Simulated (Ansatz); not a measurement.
A small benchmark: vertical ionisation energy

8 molecules of light elements (H to F); the vertical ionisation energy in eV, computed less measured. Shapes, held fixed at every level: PBE0-D4/def2-TZVP. No vibrational averaging. Programs: Ansatz 0.2.0. Measured values: NIST CCCBDB.

Levels: A = PBE-D4/def2-TZVPP; B = wB97M-V/def2-TZVPP; C = wB97X-V/def2-TZVPP; D = B2PLYP/def2-TZVPP.

```json
{"molecule": "CO (carbon monoxide)", "measured": "14.01", "A": "-0.17", "B": "+0.21", "C": "+0.19", "D": "-0.02"}
{"molecule": "HF (hydrogen fluoride)", "measured": "16.12", "A": "+0.11", "B": "-0.06", "C": "0.00", "D": "0.00"}
{"molecule": "N2 (nitrogen)", "measured": "15.58", "A": "-0.19", "B": "+0.38", "C": "+0.34", "D": "+0.04"}
{"molecule": "HCN (hydrogen cyanide)", "measured": "13.61", "A": "+0.16", "B": "+0.01", "C": "+0.04", "D": "+0.17"}
{"molecule": "C2H2 (acetylene)", "measured": "11.49", "A": "-0.06", "B": "-0.20", "C": "-0.19", "D": "-0.10"}
{"molecule": "H2CO (formaldehyde)", "measured": "10.88", "A": "-0.16", "B": "-0.06", "C": "-0.07", "D": "-0.01"}
{"molecule": "NH3 (ammonia)", "measured": "10.82", "A": "+0.05", "B": "+0.03", "C": "+0.05", "D": "-0.01"}
{"molecule": "CH4O (methanol)", "measured": "10.96", "A": "-0.30", "B": "-0.07", "C": "-0.06", "D": "-0.02"}
```

Which level does best on this set, which worst, and which err to one side?


```tsv
level	kind	mean error	mean absolute error	worst case
PBE-D4/def2-TZVPP	GGA	-0.070	0.150	CH4O
wB97M-V/def2-TZVPP	range-separated hybrid	+0.030	0.128	N2
wB97X-V/def2-TZVPP	range-separated hybrid	+0.038	0.118	N2
B2PLYP/def2-TZVPP	double hybrid	+0.006	0.046	HCN
```

On this set B2PLYP/def2-TZVPP has the smallest mean absolute error and PBE-D4/def2-TZVPP the largest. Without CH4O the largest would be that of wB97M-V/def2-TZVPP. No level errs clearly to one side. The largest two are near a tie. The set is small.
